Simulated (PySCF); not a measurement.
Molecule: `C#P`, CHP.

Geometry (Å), atoms numbered from 1 in this order:
```xyz
3

C    -0.146    0.017    0.008
P     1.380    0.171   -0.138
H    -1.219   -0.091    0.110
```

Geometry PBE0-D3(BJ)/def2-SVP throughout; GIAO in PySCF 2.14.0 with density-fitted response routines, gas phase, one conformer, non-relativistic; equivalent atoms averaged; functional PBE0.

Q: How do the shifts δ (against TMS, H3PO4 at the same level) depend on the basis set? (ppm; last column core-seconds on 1 thread of an Arm Neoverse V1, shared host)

A: 
```csv
basis set,functions,C1,P2,H3,core-s
pcSseg-0,24,185.1,-31.7,2.69,1.1
cc-pVDZ,37,157.7,1.4,2.41,1.5
aug-cc-pVDZ,59,156.9,-16.3,2.51,1.9
cc-pVTZ,78,165.2,-21.3,2.04,2.4
IGLO-III,89,168.2,-30.5,2.07,2.4
pcSseg-3,181,170.7,-33.7,1.99,6.7
```

Q: Which nucleus moves most, in ppm?

A: P2 (phosphorus bonded to C): from -33.7 ppm with pcSseg-3 to 1.4 ppm with cc-pVDZ. The smallest spread is 0.71 ppm, at H3. Proton shifts span only some 12 ppm, so a few tenths of a ppm matter as much there as several ppm in carbon.

Q: Taking the largest basis, pcSseg-3 (181 functions), as the yardstick, rank the others by their worst heavy-atom deviation.

A: IGLO-III 3.2 ppm (89 functions), cc-pVTZ 12.4 ppm (78 functions), pcSseg-0 14.4 ppm (24 functions), aug-cc-pVDZ 17.5 ppm (59 functions), cc-pVDZ 35.1 ppm (37 functions).

A small basis that lands close on one nucleus may do so by chance; judge by the trend and by all nuclei.
